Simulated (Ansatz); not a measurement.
**C₄H₅NO: small, medium and large basis sets**

One table from this session's results is given with a row withheld; the runs are named, their logs left out.

Computed with Ansatz 0.2.0, Gaussian basis. Level: one geometry, several basis sets.

The runs, in order: PBE0-D4/def2-SVP; ωB97M-V/def2-SVP; PBE0-D4/def2-QZVPP; ωB97M-V/def2-QZVPP; the functionals' def2-TZVPP values are taken from earlier runs.

## The relaxed structure

The geometry comes from an earlier relaxation with PBE0-D4 in a triple-zeta def2 set; it is a stationary point, not always the lowest conformer.

SMILES `N#CCC1CO1`, 11 atoms, charge 0, spin multiplicity 1.

Atoms are counted from 1 here; the program's logs count them from 0.

Bond lengths: N1–C2 1.149 Å, C2–C3 1.454 Å, C3–C4 1.510 Å, C3–H7 1.094 Å, C3–H8 1.093 Å, C4–C5 1.456 Å, C4–O6 1.410 Å, C4–H9 1.088 Å, C5–O6 1.422 Å, C5–H10 1.087 Å, C5–H11 1.086 Å. Angles: N1–C2–C3 178.7°, C2–C3–C4 111.6°, C2–C3–H7 108.8°, C2–C3–H8 109.3°, C4–C3–H7 110.0°, C4–C3–H8 109.6°, H7–C3–H8 107.4°, C3–C4–C5 121.1°, C3–C4–O6 115.1°, C3–C4–H9 115.2°, C5–C4–O6 59.5°, C5–C4–H9 118.6°, O6–C4–H9 115.0°, C4–C5–O6 58.7°, C4–C5–H10 119.2°, C4–C5–H11 119.6°, O6–C5–H10 115.3°, O6–C5–H11 115.3° and more.

As a file:

```mol
C4H5NO
  3D, bonds by distance, orders not assigned

 11 11  0  0  0  0  0  0  0  0999 V2000
   -1.2209   -1.7947   -2.0172 N   0  0
   -0.4201   -1.3615   -1.3161 C   0  0
    0.5696   -0.7999   -0.4114 C   0  0
   -0.0767    0.0057    0.6900 C   0  0
   -0.2524    1.4456    0.5658 C   0  0
    0.7848    0.8934    1.3667 O   0  0
    1.1586   -1.6160    0.0181 H   0  0
    1.2560   -0.1633   -0.9759 H   0  0
   -0.7607   -0.5492    1.3292 H   0  0
    0.0774    1.9446   -0.3422 H   0  0
   -1.0504    1.9383    1.1136 H   0  0
  1  2  8  0
  2  3  8  0
  3  4  8  0
  4  5  8  0
  5  6  8  0
  3  7  8  0
  3  8  8  0
  4  9  8  0
  5 10  8  0
  5 11  8  0
  4  6  8  0
M  END
```

Set-up of the first run:

in.yaml reads:

```yaml
crystal:
  periodic: [false, false, false]
  atoms:
    - {symbol: N, position_ang: [-1.220891, -1.794714, -2.017153]}
    - {symbol: C, position_ang: [-0.420053, -1.361451, -1.316126]}
    - {symbol: C, position_ang: [0.569584, -0.799854, -0.411382]}
    - {symbol: C, position_ang: [-0.076728, 0.005711, 0.689989]}
    - {symbol: C, position_ang: [-0.252361, 1.445649, 0.565833]}
    - {symbol: O, position_ang: [0.784816, 0.893382, 1.366695]}
    - {symbol: H, position_ang: [1.158595, -1.615988, 0.018104]}
    - {symbol: H, position_ang: [1.255952, -0.163322, -0.975921]}
    - {symbol: H, position_ang: [-0.760666, -0.549215, 1.329206]}
    - {symbol: H, position_ang: [0.077407, 1.944564, -0.342205]}
    - {symbol: H, position_ang: [-1.050357, 1.938336, 1.113559]}
basis:
  gaussian: {orbitals: def2-SVP}
hamiltonian: {xc: pbe0, dispersion: d4}
output: {orbitals: {seedname: orbitals}}
```

Among the steps run: PBE0-D4 in def2-SVP; ωB97M-V in def2-SVP; PBE0-D4 in def2-QZVPP; ωB97M-V in def2-QZVPP.

One of the session's tables, all rows but one given; the rest of the session is left out.

It belongs to the step «Density functionals: the series». 

```
functional       basis  HOMO (eV)  LUMO (eV)
   PBE0-D4    def2-SVP      -8.37       0.73
   PBE0-D4  def2-TZVPP          ?          ?
   PBE0-D4  def2-QZVPP      -8.57       0.29
   ωB97M-V    def2-SVP     -10.78       2.87
   ωB97M-V  def2-TZVPP     -10.96       2.23
   ωB97M-V  def2-QZVPP     -11.00       1.61
```

Estimate the missing values for PBE0-D4, def2-TZVPP.

**Answer.** HOMO (eV): -8.54; LUMO (eV): 0.46. In the column «HOMO (eV)» it lies between PBE0-D4, def2-QZVPP (-8.57) and PBE0-D4, def2-SVP (-8.37).
